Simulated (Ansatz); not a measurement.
Ansatz results at the PBE0-D4/def2-TZVP geometry: HOMO energy (B3LYP/def2-TZVPP) -6.90 eV; vertical ionisation energy (CCSD(T)/CBS(def2)) 9.52 eV; size of the dipole moment (B3LYP/def2-TZVPP) 1.81 D.

Each molecule was computed in one conformer, which needn't be the lowest.

Task: Which molecule gave them?
A. `C[Si]S`
B. `O[SiH]`
C. `N[Si]S`
D. `O[Si]S`

Result: D. The others give `C[Si]S`: -6.28, 8.76, 0.42; `N[Si]S`: -6.47, 9.01, 1.49; `O[SiH]`: -6.31, 9.16, 1.28.

B3LYP here is the variant with VWN-RPA as its local correlation; programs differ in this.
